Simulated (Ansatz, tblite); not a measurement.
**Si(iPr)H3 (C3H10Si): rung by rung**

How do method and basis change the picture of Si(iPr)H3 (C3H10Si) (singlet)?

Program: Ansatz 0.2.0, Gaussian basis. Level of theory: as each input shows. These are calculated values, not measurements.

Plan: GFN1-xTB, GFN2-xTB, PBE-D4/def2-TZVP, r2SCAN-D4/def2-TZVP, B2PLYP/def2-TZVP, PBE-QIDH/def2-TZVP, revPBE-D4/def2-TZVP, PBE-D4/def2-SVP, PBE0-D4/def2-SVP, HF/STO-3G, CCSD(T)/def2-TZVP, RPA/def2-TZVP.

2 further runs of the same task are left out: 2 set aside as unsound or not needed.

## Step 1: The geometry

The singlet was relaxed beforehand with PBE0-D4/def2-SVP.

14 atoms, charge 0, spin multiplicity 1.

Bond lengths: C1–C2 1.529 Å, C1–C3 1.529 Å, C1–Si4 1.896 Å, C1–H5 1.106 Å, C2–H6 1.101 Å, C2–H7 1.103 Å, C2–H8 1.103 Å, C3–H9 1.103 Å, C3–H10 1.101 Å, C3–H11 1.103 Å, Si4–H12 1.497 Å, Si4–H13 1.497 Å, Si4–H14 1.499 Å. Angles: C2–C1–C3 111.9°, C2–C1–Si4 111.3°, C2–C1–H5 108.4°, C3–C1–Si4 111.2°, C3–C1–H5 108.4°, Si4–C1–H5 105.5°, C1–C2–H6 112.2°, C1–C2–H7 111.3°, C1–C2–H8 111.0°, H6–C2–H7 107.5°, H6–C2–H8 107.5°, H7–C2–H8 107.1°, C1–C3–H9 111.0°, C1–C3–H10 112.2°, C1–C3–H11 111.2°, H9–C3–H10 107.5°, H9–C3–H11 107.1°, H10–C3–H11 107.5° and more.

PBE0-D4/def2-TZVP was run before; its log isn't repeated, and its numbers join the tables.

## Step 2: GFN1-xTB

Tight binding, by tblite at 300 K electronic temperature and without a spin-polarisation term:

```python
tblite.interface.Calculator('GFN1-xTB', numbers, positions, charge=0, uhf=0).singlepoint()
```

Energy -369.7956 eV, HOMO -11.60 eV, LUMO -5.41 eV; 0.005 s.

## Step 3: GFN2-xTB

Tight binding, by tblite at 300 K electronic temperature and without a spin-polarisation term:

```python
tblite.interface.Calculator('GFN2-xTB', numbers, positions, charge=0, uhf=0).singlepoint()
```

Energy -360.3543 eV, HOMO -10.48 eV, LUMO -4.76 eV; 0.003 s.

## Step 4: PBE-D4/def2-TZVP

start.molden holds the orbitals of an earlier run on this state, given as this run's starting guess.

The input, in.yaml:

```yaml
crystal:
  periodic: [false, false, false]
  atoms:
    - {symbol: C, position_ang: [0.175158, 0.324375, 0.260191]}
    - {symbol: C, position_ang: [0.977221, -0.860618, 0.798592]}
    - {symbol: C, position_ang: [-1.255278, 0.336318, 0.800185]}
    - {symbol: Si, position_ang: [0.191736, 0.362657, -1.635354]}
    - {symbol: H, position_ang: [0.676066, 1.258104, 0.578372]}
    - {symbol: H, position_ang: [2.022160, -0.847341, 0.450790]}
    - {symbol: H, position_ang: [0.534668, -1.820393, 0.482904]}
    - {symbol: H, position_ang: [0.994581, -0.858227, 1.901709]}
    - {symbol: H, position_ang: [-1.262001, 0.357899, 1.903189]}
    - {symbol: H, position_ang: [-1.825603, 1.210545, 0.448478]}
    - {symbol: H, position_ang: [-1.807243, -0.566625, 0.489355]}
    - {symbol: H, position_ang: [1.596393, 0.373114, -2.153668]}
    - {symbol: H, position_ang: [-0.515114, 1.579511, -2.146674]}
    - {symbol: H, position_ang: [-0.502745, -0.849318, -2.178069]}
basis:
  gaussian: {orbitals: def2-TZVP, initial_orbitals: start.molden}
hamiltonian: {xc: pbe, dispersion: d4}
scf: {omitted_lower_state_checks: [starts]}
output: {forces: true, orbitals: {seedname: orbitals}}
```

The run is started by

```bash
$ ansatz run in.yaml --threads 2 --pin off --events-out ev --progress --plain --max-ram 4352MiB
```

Further steps of the session: r2SCAN-D4/def2-TZVP; B2PLYP/def2-TZVP; PBE-QIDH/def2-TZVP; revPBE-D4/def2-TZVP; PBE-D4/def2-SVP; PBE0-D4/def2-SVP; HF/STO-3G; CCSD(T)/def2-TZVP; RPA/def2-TZVP.

Q: Predict the results of all the runs planned. Wanted: gap in def2-TZVP, named functionals, smallest and largest; correlation energy, CCSD(T)/def2-TZVP; binding an atom, CCSD(T)/def2-TZVP; PBE0 total energy, smallest basis above largest.

As calculated:

| quantity | value |
| --- | --- |
| gap in def2-TZVP, named functionals, smallest and largest | 6.73 eV (PBE-D4), 8.77 eV (PBE0-D4) |
| correlation energy, CCSD(T)/def2-TZVP | -19.84 eV |
| binding an atom, CCSD(T)/def2-TZVP | 3.631 eV |
| PBE0 total energy, smallest basis above largest | 6.18 eV (def2-SVP, def2-TZVP) |

**Reading.** Over the named functionals in def2-TZVP the gap runs from 6.73 eV (PBE-D4) to 8.77 eV (PBE0-D4); exact exchange widens it. A small miss in a minimal or small basis is a cancelling of errors, not accuracy. The functionals in def2-TZVP miss CCSD(T)/def2-TZVP by +0.087 (revPBE-D4) to +0.149 eV (PBE-D4) an atom. The reference is CCSD(T) in one finite basis, so it carries an error of its own, often a tenth of an eV or more, and near misses can't be ranked.
